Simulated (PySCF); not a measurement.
## From PBE to CCSD(T): MC along the second period

PBE and CCSD(T) in PySCF with def2-TZVPPD on every atom, for the lowest determinant that a PBE0 search found; no spin–orbit coupling.

| molecule | state (unpaired electrons) | PBE Re (Å) | PBE ωe (cm⁻¹) | PBE De (eV) | CCSD(T) Re (Å) | CCSD(T) ωe (cm⁻¹) | CCSD(T) De (eV) |
| --- | --- | --- | --- | --- | --- | --- | --- |
| C2 | triplet (σ ↑, π ↑) | 1.313 | 1648 | 6.91 | 1.319 | 1633 | 5.98 |
| CN | doublet (σ ↑) | 1.174 | 2093 | 8.56 | ? | ? | ? |
| CO | singlet (closed shell) | 1.137 | 2128 | 11.65 | 1.135 | 2150 | 10.91 |
| CF | doublet (π ↑) | 1.287 | 1251 | 6.28 | 1.280 | 1300 | 5.54 |

Task: Estimate the CCSD(T) values of CN by adding the mean shift from PBE to CCSD(T) of the other rows, and compare with the calculation.

Result: The mean shifts are -0.1 pm, +19 cm⁻¹ and -0.80 eV, which give 1.173 Å, 2112 cm⁻¹ and 7.76 eV. CCSD(T)/def2-TZVPPD gives Re = 1.178 Å, ωe = 2055 cm⁻¹, De = 7.45 eV.

Task: What are the mean differences of PBE from CCSD(T) over the whole series?

Result: Re -0.0 pm, ωe -4 cm⁻¹, De +0.88 eV.

In a basis of this size CCSD(T) is itself not converged; it tends to give bonds that are too long and too weak.

Correlated steps freeze 2 core orbitals. UHF and ROHF references stand side by side, which adds small steps between rows. Where the molecule has an RHF reference, its open-shell atoms are computed with UHF. The CCSD T1 diagnostic is raised in CN, a sign that a single reference may not be enough there. States were picked by a PBE0 search and need not be the measured ground states.
